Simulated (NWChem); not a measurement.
Everything below was run with NWChem. System: P (-1), charge -1, spin multiplicity 3. Its SCF solution wasn't tested for a lower state. Level: UMP2/def2-TZVPD, 5 core orbitals frozen.

NWChem printed:

```
             Northwest Computational Chemistry Package (NWChem) 7.3.0
             --------------------------------------------------------

                                NWChem Input Module
                                -------------------

 Scaling coordinates for geometry "geometry" by  1.889725989
 (inverse scale =  0.529177249)

                             Geometry "geometry" -> ""
                             -------------------------

 Output coordinates in angstroms (scale by  1.889725989 to convert to a.u.)

  No.       Tag          Charge          X              Y              Z
 ---- ---------------- ---------- -------------- -------------- --------------
    1 P                   15.0000     0.00000000     0.00000000     0.00000000

 Effective nuclear repulsion energy (a.u.)       0.0000000000

            Nuclear Dipole moment (a.u.)
            ----------------------------
        X                 Y               Z
 ---------------- ---------------- ----------------
     0.0000000000     0.0000000000     0.0000000000

      Symmetry information
      --------------------

 Group name             D2h
 Group number             26
 Group order               8
 No. of unique centers     1

      Symmetry unique atoms

     1


 Summary of "ao basis" -> "" (spherical)
 ------------------------------------------------------------------------------
       Tag                 Description            Shells   Functions and Types
 ---------------- ------------------------------  ------  ---------------------
 *                         def2-tzvpd                 on all atoms

 Summary of "ao basis" -> "ao basis" (spherical)
 ------------------------------------------------------------------------------
       Tag                 Description            Shells   Functions and Types
 ---------------- ------------------------------  ------  ---------------------
 P                         def2-tzvpd               15       43   6s5p3d1f

                                 NWChem SCF Module
                                 -----------------

  ao basis        = "ao basis"
  functions       =    43
  atoms           =     1
  alpha electrons =     9
  beta  electrons =     7
  charge          =  -1.00
  wavefunction    = UHF
  use symmetry    = T
  symmetry adapt  = T

 Summary of "ao basis" -> "ao basis" (spherical)
 ------------------------------------------------------------------------------
       Tag                 Description            Shells   Functions and Types
[...]
     2   0 2 0    -16.921599     -9.596150     -7.325449      0.000000
     2   0 1 1      0.000000      0.000000      0.000000      0.000000
     2   0 0 2    -13.340805     -9.766968     -3.573837      0.000000

                   NWChem MP2 Semi-direct Energy/Gradient Module
                   ---------------------------------------------

  Basis functions       =     43
  Molecular orbitals    =     43
  Frozen core           =      5
  Frozen virtuals       =      0
  Active alpha occupied =      4
  Active beta occupied  =      2
  Active alpha virtual  =     34
  Active beta virtual   =     36
  Use MO symmetry       = T
  Use skeleton AO sym   = T

  AO/Fock/Back tols     =   1.0D-09  1.0D-09  1.0D-09

 GA uses MA = F    GA memory limited = T

 Available:
  local mem=  1.26D+08
 global mem=  1.44D+08
 local disk=  0.00D+00
  mp2_memr nvloc                    34
  nvloc new                    34
   1 passes of   4:        3145728                      10569                    440654.
   1 passes of   4: M    126153408           G      144175502           F     123007680.

 Semi-direct pass number   1 of   1  for UHF alpha       at        0.4s
  vrange nnbf                   946
  mp2_eaftype                    10  avail_ma_in_mb                  1099
 EAF : mp2_eaftype filesize          10     220327.
  mp2_eaf for mointskh                     10
Node 0 wrote      1.0 Mb in      0.0 s     Agg I/O rate:  2071.8 Mb/s
 Done moints_semi at        0.7s
  mp2_eaftype                    10  avail_ma_in_mb                  1089
 EAF : mp2_eaftype filesize          10     220327.
  mp2_eaf for kh                    10
 Done maket at        0.7s
 Done multipass loop at        0.7s

 GA uses MA = F    GA memory limited = T

 Available:
  local mem=  1.26D+08
 global mem=  1.44D+08
 local disk=  0.00D+00
  mp2_memr nvloc                    36
  nvloc new                    36
   1 passes of   2:        3145728                       7370                    234804.
   1 passes of   2: M    126153408           G      144175502           F     123007680.

 Semi-direct pass number   1 of   1  for UHF beta        at        0.7s
  vrange nnbf                   946
  mp2_eaftype                    10  avail_ma_in_mb                  1099
 EAF : mp2_eaftype filesize          10     117402.
  mp2_eaf for mointskh                     10
Node 0 wrote      0.5 Mb in      0.0 s     Agg I/O rate:  1539.1 Mb/s
 Done moints_semi at        1.0s
  mp2_eaftype                    10  avail_ma_in_mb                  1089
 EAF : mp2_eaftype filesize          10     117402.
  mp2_eaf for kh                    10
 Done maket at        1.0s
 Done multipass loop at        1.0s

          -------------------------------------------
          SCF energy                -340.687465904493
          Correlation energy          -0.107193969557
          Singlet pairs                0.000000000000
          Triplet pairs                0.000000000000
          Total MP2 energy          -340.794659874050
          -------------------------------------------

          ---------------------------------------------------
                    Spin Component Scaled (SCS) MP2
          Same spin pairs                     -0.025298274478
          Same spin scaling factor             0.333333333333
          Opposite spin pairs                 -0.081895695079
          Opposite spin scaling fact.          1.200000000000
          SCS-MP2 correlation energy          -0.106707592254
          Total SCS-MP2 energy              -340.794173496747
          ---------------------------------------------------

 -----------------------
 Performance information
 -----------------------

 Timer overhead =  2.07D-07 seconds/call

               Nr. of calls         CPU time (s)                 Wall time (s)                GFlops
             ---------------    -------------------     ------------------------------   -------------------
Name         Min   Avg   Max    Min     Avg     Max     Min     Avg     Max   Mx/calls   Min     Max     Sum
mp2: moin     2     2     2   0.55    0.55    0.55     0.55    0.55    0.55    0.28      0.0     0.0     0.0
mp2: make     2     2     2   7.51E-3 7.51E-3 7.51E-3  7.51E-3 7.51E-3 7.51E-3 3.75E-3   0.0     0.0     0.0
mp2: tota     1     1     1   0.62    0.62    0.62     0.62    0.62    0.62    0.62      0.0     0.0     0.0

 The average no. of pstat calls per process was 5.00D+00
 with a timing overhead of 1.03D-06s

 Task  times  cpu:        0.9s     wall:        0.9s

 Total times  cpu:        1.0s     wall:        1.0s
```

**Question.** Write an NWChem input that would produce this output.

**Answer.** Several could match; the one computed here: 
```
start mol
memory heap 200 mb stack 900 mb global 1100 mb
charge -1
geometry units angstroms nocenter noautoz
  P      0.000000     0.000000     0.000000
  symmetry group D2h
end
basis spherical
  * library def2-tzvpd
end
scf
  uhf
  nopen 2
  maxiter 100
  thresh 1e-7
  semidirect memsize 60000000 filesize 0
  # guess.movecs holds the orbitals of an unrestricted PBE0 run
  vectors input guess.movecs output mol.movecs
end
mp2
  freeze core 5
end
task mp2 energy
```
